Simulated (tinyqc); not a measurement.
Extended Hueckel theory, for CH2, step by step. Computed by tinyqc, a small Python program that keeps every step (integrals from PySCF). Settings: charge = 0, K = 1.5, weighted = 1, multiplicity = 1. Command: `OMP_NUM_THREADS=1 python tinyqc.py 29463 29464 out.jsonl` (the two numbers bound the seeds that draw the settings). One thread of a shared host (Intel(R) Xeon(R) Processor @ 2.60GHz), about 0.01 s of CPU time with the checks.

## Overlaps

Geometry (angstrom):

| atom | x | y | z |
|---|---|---|---|
| C | 0.000000 | 0.000000 | 0.000000 |
| H | 0.000000 | 1.012000 | 0.517000 |
| H | 0.000000 | -1.012000 | 0.517000 |

Parameters chosen for this run:

| element | shell | Slater exponent | H_ii (eV) |
|---|---|---|---|
| C | 2s | 1.625000 | -21.400000 |
| C | 2p | 1.625000 | -11.400000 |
| H | 1s | 1.300000 | -13.600000 |

Slater orbitals, each expanded in six Gaussians scaled to its exponent.

overlap S, lower triangle:
```
           1C 2s    1C 2px     1C 2py    1C 2pz     2H 1s     3H 1s
1C 2s   1.000000
1C 2px  0.000000  1.000000
1C 2py  0.000000  0.000000   1.000000
1C 2pz  0.000000  0.000000   0.000000  1.000000
2H 1s   0.466571  0.000000   0.423020  0.216108  1.000000
3H 1s   0.466571  0.000000  -0.423020  0.216108  0.098449  1.000000
```

## Wolfsberg-Helmholz matrix

diagonal H_ii (eV): 1C 2s -21.400000, 1C 2px -11.400000, 1C 2py -11.400000, 1C 2pz -11.400000, 2H 1s -13.600000, 3H 1s -13.600000

K = 1.500000

H_ij = K' S_ij (H_ii + H_jj)/2 for i != j (the diagonal keeps H_ii), with K' = K + D^2 + D^4 (1 - K), D = (H_ii - H_jj)/(H_ii + H_jj), K = 1.5.

H (eV), lower triangle:
```
             1C 2s      1C 2px      1C 2py      1C 2pz       2H 1s       3H 1s
1C 2s   -21.400000
1C 2px    0.000000  -11.400000
1C 2py    0.000000    0.000000  -11.400000
1C 2pz    0.000000    0.000000    0.000000  -11.400000
2H 1s   -12.642929    0.000000   -7.972420   -4.072867  -13.600000
3H 1s   -12.642929    0.000000    7.972420   -4.072867   -2.008364  -13.600000
```

## Orbitals

valence electrons = 6

Solve H C = S C e through S^(-1/2); fill by pairs from the bottom, a degenerate level sharing its electrons equally; each orbital has its largest coefficient positive (the first on a tie).

orbital energies (eV): -22.451057  -14.787737  -11.949327  -11.400000  -0.625128  3.576551

occupations: 2.000000  2.000000  2.000000  0.000000  0.000000  0.000000

coefficients:
```
              MO1        MO2        MO3       MO4        MO5        MO6
1C 2s    0.796690   0.000000  -0.250040  0.000000   0.000000   1.032971
1C 2px   0.000000   0.000000   0.000000  1.000000   0.000000   0.000000
1C 2py   0.000000   0.475414   0.000000  0.000000   1.196781   0.000000
1C 2pz  -0.027227   0.000000   0.907192  0.000000   0.000000   0.583289
2H 1s    0.193127   0.469035   0.167172  0.000000  -0.836481  -0.901366
3H 1s    0.193127  -0.469035   0.167172  0.000000   0.836481  -0.901366
```

sum of one-electron energies = -98.376243 eV

## Mulliken analysis

P = C n C^T; charge = valence electrons (C 4, H 1) minus the sum of (P S)_ii on the atom; overlap population = 2 sum P_ij S_ij between two atoms.

charges: 1C -0.206986, 2H 0.103493, 3H 0.103493

Overlap populations:

| pair | value |
|---|---|
| 2-1 | 0.713002 |
| 3-1 | 0.713002 |
| 3-2 | -0.060940 |
